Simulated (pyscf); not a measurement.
This saddle point was located with ωB97X-D3(BJ)/def2-SVP in PySCF.

```xyz
9

C     -1.5707     0.7115     0.3497
Si    -0.2955    -0.1759    -0.6888
Cl    -1.0409    -1.9879    -1.4410
H     -2.4796     0.9267    -0.2310
H     -1.8478     0.0834     1.2104
H     -1.1617     1.6610     0.7312
H      0.8043    -0.6906     0.1916
H      0.7642     0.8599    -1.3338
H     -0.5634     0.5062    -2.1447
```
Charge 0, spin multiplicity 2.

Surface: doublet, charge 0. Lowest wavenumbers (cm⁻¹): 455i, 113, 176, 325, 508.

Which two sides does it connect, and which bonds change?

H₃C–SiH₂–Cl (SMILES C[SiH2]Cl) + H• (SMILES [H]) ⇌ H₃C–SiH₂–Cl (SMILES C[SiH2]Cl) + H• (SMILES [H]), a substitution at Si read from left to right: H–Si broken and H–Si formed. At ωB97M-D3(BJ)/def2-TZVP it lies +49.7 kJ/mol from the left side and +49.7 kJ/mol from the right (each side as separated species at their lowest minima found). The same reactants have a lower exit, to H₃C–SiH•–Cl + H₂ (barrier +20.1 kJ/mol at ωB97M-D3(BJ)/def2-TZVP, against +49.7 kJ/mol here). This is the saddle that the search found; another between the same sides may lie lower. The angle at the attacked Si is 59° (front-side attack).
